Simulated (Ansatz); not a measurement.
CH3FOS2, SMILES OC(F)(S)S, a ladder of methods at one geometry

With Ansatz's Python interface.

The cells in order, each with its output:

**Cell 1**
```python
from pathlib import Path

import ansatz as az
import numpy as np

SETTINGS = {
    "basis": "cc-pVDZ",
}
```

**Cell 2**
```python
mol = (
    az.Crystal.molecule()
    .atom("O", (0.202, 1.2325, 0.7337))
    .atom("C", (0.1936, 0.0046, 0.1192))
    .atom("F", (1.2134, -0.6209, 0.6902))
    .atom("S", (0.554, 0.1519, -1.6464))
    .atom("S", (-1.2962, -0.9248, 0.4559))
    .atom("H", (0.5773, 1.1243, 1.577))
    .atom("H", (-0.5088, 0.9912, -1.8411))
    .atom("H", (-0.8431, -2.0159, -0.1444))
)
```

**Cell 3**
```python
job = mol.calculation().basis(gaussian=SETTINGS["basis"])
```

**Cell 4**
```python
print("functional    E (Ha)        dipole (D)   HOMO (eV)  LUMO (eV)")
for name in ["blyp", "hf", "b3lyp", "cam_b3lyp", "r2scan", "pbe"]:
    report = job.functional(name).forces().orbitals().run(runs_dir="runs").report
    lines = Path(report["orbitals_path"]).read_text().splitlines()
    field_of = lambda key: [line.split("=")[1].strip() for line in lines if line.startswith(key)]
    orbitals = [(27.211386 * float(e), s, float(n)) for e, s, n in zip(field_of("Ene="), field_of("Spin="), field_of("Occup="))]
    homo = max(e for e, _, n in orbitals if n > 0.5)
    lumo = min(e for e, _, n in orbitals if n < 0.5)
    dipole = 4.803205 * np.linalg.norm(report["charge_distribution"]["dipole_moment_e_ang"])
    print(f"{name:10s} {report['free_energy_ev'] / 27.211386246:14.6f} {dipole:9.3f} {homo:11.3f} {lumo:10.3f}")
```
Output:
```text
functional    E (Ha)        dipole (D)   HOMO (eV)  LUMO (eV)
blyp         -1011.288031     0.537      -5.374     -0.868
hf           -1008.961203     0.564      -9.905      3.573
b3lyp        -1011.372572     0.504      -6.620     -0.292
cam_b3lyp    -1011.293656     0.503      -8.219      1.113
r2scan       -1011.195716     0.531      -5.945     -0.901
pbe          -1010.781068     0.547      -5.579     -1.034
```

Reading the output:
- Total energies depend on the basis set; only differences at equal settings carry meaning.
- The geometry is a force-field or estimated start, not a minimum of this method, and the basis set is short of its limit. A lower total doesn't mark the better method: functionals have no common bound, and MP2 and coupled cluster aren't variational.
- b3lyp holds the VWN-RPA fit, as in Gaussian; the form of ORCA and Turbomole is b3lyp5.
- Levels such as HOMO and LUMO are orbital energies: with these approximate functionals they aren't the ionisation energy and electron affinity, and their gap isn't the fundamental gap.
- For Al to Cl the sets with a tight d function, cc-pV(X+d)Z, are usual.
- Hardware and time: 33 s on 1 thread of Arm Neoverse V1, with other jobs on the host, peak memory 0.29 GiB.
